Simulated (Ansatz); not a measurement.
# LiMgH (triplet): wave-function methods side by side, cc-pVTZ

An exercise on one series of results from a longer session: the logs are not shown, and one member is left open.

The runs use Ansatz 0.2.0, Gaussian basis; cc-pVTZ, core rule «outside noble gas», up to 6 orbitals frozen.

The runs, in order: UHF; CCSD(T) on ROHF; CCSD(T) on UHF; BCCD(T) on ROHF; CCSDT(Q) on ROHF; CCSDT(Q) on UHF; Full CI.

29 further runs of the same task are left out: 12 for a known fault of the program, 8 that didn't finish, 9 set aside as unsound or not needed. Runs told in other sessions of the task aren't counted.

## The geometry

The geometry is a PBE0/def2-TZVP stationary point (not a proven minimum) of the parent state, kept for this charge and spin.

3 atoms, charge 0, spin multiplicity 3.

Atoms are counted from 1 here; the program's logs count them from 0.

Bond lengths: Mg2–H3 1.746 Å.

The first run:

The input, in.yaml:

```yaml
crystal:
  periodic: [false, false, false]
  atoms:
    - {symbol: Li, position_ang: [0.000000, 0.000000, 2.442033]}
    - {symbol: Mg, position_ang: [0.000000, 0.000000, -0.347867]}
    - {symbol: H, position_ang: [0.000000, 0.000000, -2.094167]}
basis:
  gaussian: {orbitals: cc-pVTZ}
magnetization: {spin_polarized: true, initial_magnetization: 2}
hamiltonian: {xc: hf}
output: {orbitals: {seedname: orbitals}}
```

On the command line:

```sh
$ ansatz run in.yaml --threads 1 --pin off --events-out ev --progress --plain --max-ram 2393MiB
```

Steps of the session up to this table: UHF; CCSD(T) on ROHF; CCSD(T) on UHF; BCCD(T) on ROHF; CCSDT(Q) on ROHF; CCSDT(Q) on UHF; Full CI.

One of the session's tables, all rows but one given; the rest of the session is left out.

| method | from FCI (kcal/mol) |
| --- | --- |
| ROHF | +30.13 |
| UHF | ? |
| RMP2 | +8.40 |
| UMP2 | +8.30 |
| RCCSD | +0.74 |
| UCCSD | +0.72 |
| RCCSD(T) | +0.25 |
| UCCSD(T) | +0.23 |
| BCCD(T) | +0.24 |
| RCCSDT | +0.01 |
| UCCSDT | 0.00 |
| RCCSDT(Q) | 0.00 |
| UCCSDT(Q) | -0.01 |
| FCI | 0 |

**Question.** Estimate the row for UHF.

As computed: from FCI (kcal/mol): +29.90. In the column «from FCI (kcal/mol)» it lies between RMP2 (+8.40) and ROHF (+30.13).

To keep in mind: Levels on UHF freeze UHF's core orbitals, full CI those of ROHF, so the U rows can settle a little off it for that reason alone. Restricted and unrestricted rows rest on different reference determinants; a gap between their highest levels can come from leftover correlation error, from unlike frozen cores or from another state.
